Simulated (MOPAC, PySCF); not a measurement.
C3H3N, SMILES `C=CC#N`, neutral singlet in the gas phase. 

Cartesian coordinates (Å):
```xyz
7

C     -0.7158    -0.7633    -0.1185
C     -0.1350     0.4337    -0.1586
C      1.1812     0.6740     0.3336
N      2.2432     0.8906     0.7253
H     -0.2108    -1.6255     0.2954
H     -1.7166    -0.9033    -0.5028
H     -0.6462     1.2938    -0.5746
```
Charge 0, spin multiplicity 1.

All levels are single points at this geometry (B3LYP-D3(BJ)/def2-TZVP); Pople sets use spherical d functions. Orbital energies aren't observables, and empty levels follow the basis.

```tsv
level	HOMO (eV)	LUMO (eV)	gap (eV)	dipole (D)	vertical IE, Delta-SCF (eV)
B3LYP-D3(BJ)/def2-TZVP in PySCF	-8.23	-1.94	6.29	4.01	–
B3LYP/6-31G* in PySCF	-7.90	-1.47	6.43	3.86	10.57
M06-2X/6-31G* in PySCF	-9.41	-0.35	9.06	3.86	–
PBE/6-31G* in PySCF	-7.01	-2.27	4.73	3.73	10.53
HF/6-31G* in PySCF	-10.70	2.65	13.35	4.29	–
PM3 in MOPAC	-10.91	-0.18	10.73	3.23	–
```
